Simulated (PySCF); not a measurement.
This PySCF input (PBE/aug-pcseg-1) gives -208.36768 Eh with 128 basis functions.

```python
import numpy as np, basis_set_exchange as bse
from pyscf import gto, scf, dft, df

basis = {'C': gto.basis.parse(bse.get_basis('aug-pcseg-1', elements=['C'], fmt='nwchem')), 'H': gto.basis.parse(bse.get_basis('aug-pcseg-1', elements=['H'], fmt='nwchem')), 'N': gto.basis.parse(bse.get_basis('aug-pcseg-1', elements=['N'], fmt='nwchem')), 'O': gto.basis.parse(bse.get_basis('aug-pcseg-1', elements=['O'], fmt='nwchem'))}
mol = gto.M(
    atom='''
    O     0.39958647    1.19705172    0.49062668
    C     0.16077201    0.04986817    0.01460440
    N     0.99490316   -0.87693290   -0.41154964
    C    -1.32751809   -0.33678506   -0.08884436
    H    -1.84871721    0.39581689   -0.71352551
    H    -1.46283536   -1.33583130   -0.50633873
    H    -1.78317322   -0.28964351    0.90550806
    H     1.93418841   -0.48672424   -0.28437002
    ''',
    basis=basis,
    charge=-1,
    verbose=4,
    max_memory=8640,
)
mf = dft.RKS(mol, xc='pbe')
mf.grids.level = 3
mf = mf.density_fit(auxbasis=df.autoaux(mol))
mf.conv_tol = 1e-9
mf.max_cycle = 100
print('smallest overlap eigenvalue', np.linalg.eigvalsh(mol.intor('int1e_ovlp'))[0])
mf.kernel()
dip = mf.dip_moment()
```

Change:
```diff
- basis = {'C': gto.basis.parse(bse.get_basis('aug-pcseg-1', elements=['C'], fmt='nwchem')), 'H': gto.basis.parse(bse.get_basis('aug-pcseg-1', elements=['H'], fmt='nwchem')), 'N': gto.basis.parse(bse.get_basis('aug-pcseg-1', elements=['N'], fmt='nwchem')), 'O': gto.basis.parse(bse.get_basis('aug-pcseg-1', elements=['O'], fmt='nwchem'))}
+ basis = {'C': gto.basis.parse(bse.get_basis('def2-TZVP', elements=['C'], fmt='nwchem')), 'H': gto.basis.parse(bse.get_basis('def2-TZVP', elements=['H'], fmt='nwchem')), 'N': gto.basis.parse(bse.get_basis('def2-TZVP', elements=['N'], fmt='nwchem')), 'O': gto.basis.parse(bse.get_basis('def2-TZVP', elements=['O'], fmt='nwchem'))}
```

Q: What does the run give now?

A: -208.46526 Eh (PBE/def2-TZVP, 148 functions), a change of -97.58 mEh.
